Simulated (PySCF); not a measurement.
**Energy of P (phosphorus, neutral) between two integer charges**

The 3p alpha orbital of [Ne] 3s2 3p3 is emptied in steps (occupation f), with all orbitals relaxed, ending at [Ne] 3s2 3p2. Computed with PySCF 2.14 in jorge-DZP-DKH (7s4p1d, 24 functions), with the spin-free X2C one-electron Hamiltonian (Gaussian nucleus). The exact energy is a straight line in f; departures are measured from the line between the end points of the same method.

Among UHF, LDA, PBE, PBE0, r2SCAN, LC-wPBE, BHandHLYP, wB97X, TPSS, CAM-B3LYP, which shows the largest delocalisation error (convex curve), and which is closest to linear?

Most convex: LDA (-1.110 eV at f = 0.5); closest to linear: LC-wPBE (-0.083 eV).

```json
{"f": "1", "UHF (eV)": "0.000", "LDA (eV)": "0.000", "PBE (eV)": "0.000", "PBE0 (eV)": "0.000", "r2SCAN (eV)": "0.000", "LC-wPBE (eV)": "0.000", "BHandHLYP (eV)": "0.000", "wB97X (eV)": "0.000", "TPSS (eV)": "0.000", "CAM-B3LYP (eV)": "0.000"}
{"f": "0.75", "UHF (eV)": "0.126", "LDA (eV)": "-0.830", "PBE (eV)": "-0.810", "PBE0 (eV)": "-0.577", "r2SCAN (eV)": "-0.747", "LC-wPBE (eV)": "-0.066", "BHandHLYP (eV)": "-0.355", "wB97X (eV)": "-0.126", "TPSS (eV)": "-0.783", "CAM-B3LYP (eV)": "-0.334"}
{"f": "0.5", "UHF (eV)": "0.165", "LDA (eV)": "-1.110", "PBE (eV)": "-1.080", "PBE0 (eV)": "-0.767", "r2SCAN (eV)": "-0.983", "LC-wPBE (eV)": "-0.083", "BHandHLYP (eV)": "-0.472", "wB97X (eV)": "-0.160", "TPSS (eV)": "-1.042", "CAM-B3LYP (eV)": "-0.445"}
{"f": "0.25", "UHF (eV)": "0.121", "LDA (eV)": "-0.835", "PBE (eV)": "-0.808", "PBE0 (eV)": "-0.571", "r2SCAN (eV)": "-0.726", "LC-wPBE (eV)": "-0.057", "BHandHLYP (eV)": "-0.352", "wB97X (eV)": "-0.112", "TPSS (eV)": "-0.779", "CAM-B3LYP (eV)": "-0.332"}
{"f": "0", "UHF (eV)": "0.000", "LDA (eV)": "0.000", "PBE (eV)": "0.000", "PBE0 (eV)": "0.000", "r2SCAN (eV)": "0.000", "LC-wPBE (eV)": "0.000", "BHandHLYP (eV)": "0.000", "wB97X (eV)": "0.000", "TPSS (eV)": "0.000", "CAM-B3LYP (eV)": "0.000"}
```

```csv
method,E(f=0) − E(f=1) (eV),−ε at f=1 (eV),−ε at f=0.5 (eV)
UHF,9.913,10.594,9.901
LDA,10.555,6.149,10.541
PBE,10.456,6.141,10.461
PBE0,10.511,7.425,10.526
r2SCAN,10.641,6.620,10.702
LC-wPBE,10.594,10.228,10.617
BHandHLYP,10.243,8.345,10.249
wB97X,10.366,9.679,10.404
TPSS,10.474,6.301,10.484
CAM-B3LYP,10.362,8.575,10.368
```

Reference removal energy between the ground levels: 10.487 eV (measured; NIST Atomic Spectra Database, ionization energies). The calculation has no spin-orbit coupling. UHF lacks correlation.
